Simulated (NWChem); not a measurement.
N2H cation; SMILES N#[NH+]

```xyz
3

N      0.0000     0.0000     0.6578
N      0.0000     0.0000    -0.4350
H      0.0000     0.0000    -1.4794
```
Atoms are numbered in this order, from 1.

Results from NWChem. Pople sets run with spherical d functions. All runs use the structure optimised with PBE0/def2-SVP. GIAO values for the isolated, static molecule; σ is the absolute isotropic shielding, δ = σ(reference) − σ with the isolated reference molecule computed at the same levels (1H: tetramethylsilane, 15N: ammonia).

| level | δ N1 (ppm) | δ N2 (ppm) | δ H3 (ppm) |
|---|---|---|---|
| B3LYP/6-31G* | 301.1 | 198.2 | 8.82 |
| B3LYP/6-311G** | 356.5 | 240.9 | 8.87 |
| KT2/pcSseg-1 | 322.4 | 220.8 | 9.15 |
| LDA (Slater exchange, VWN5)/pcSseg-1 | 367.0 | 250.2 | 8.54 |
